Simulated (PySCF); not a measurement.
Excitation energies in several basis sets

Compound: SiH3 (charge +1).
SMILES: `[SiH3+]`

TDDFT with PBE0 (PySCF), vertical singlets, core orbitals frozen in the response, spherical d and f functions. Geometry: PBE0-D3(BJ)/def2-SVP; no solvent, vibrations or thermal averaging.

```json
{"basis": "6-31G*", "functions": "24", "diffuse": "no", "S1 (eV)": "5.61", "S2 (eV)": "5.62", "S3 (eV)": "10.93", "S4 (eV)": "10.95", "S5 (eV)": "11.31", "LUMO (eV)": "-10.25", "α (au)": "16.8"}
{"basis": "def2-SVP", "functions": "33", "diffuse": "no", "S1 (eV)": "5.53", "S2 (eV)": "5.54", "S3 (eV)": "10.61", "S4 (eV)": "10.63", "S5 (eV)": "10.92", "LUMO (eV)": "-10.28", "α (au)": "18.9"}
{"basis": "def2-SVPD", "functions": "48", "diffuse": "yes", "S1 (eV)": "5.55", "S2 (eV)": "5.56", "S3 (eV)": "10.40", "S4 (eV)": "10.42", "S5 (eV)": "10.68", "LUMO (eV)": "-10.25", "α (au)": "20.6"}
{"basis": "def2-TZVP", "functions": "55", "diffuse": "no", "S1 (eV)": "5.56", "S2 (eV)": "5.57", "S3 (eV)": "10.32", "S4 (eV)": "10.34", "S5 (eV)": "10.60", "LUMO (eV)": "-10.22", "α (au)": "20.0"}
```

Q: How much do these states and the polarisability depend on the basis?

A: States are compared by their number. Against the only diffuse basis here (def2-SVPD, itself not a converged limit), sets without diffuse functions differ by up to 0.06 eV in S1 and 0.63 eV in S5. State by state, the largest deviation of a set without diffuse functions is S1 0.06, S2 0.06, S3 0.53, S4 0.53, S5 0.63 eV. The same number needn't mean the same state in each row. Against def2-SVPD the polarisability deviates by -18% in 6-31G*, -8% in def2-SVP, -3% in def2-TZVP.
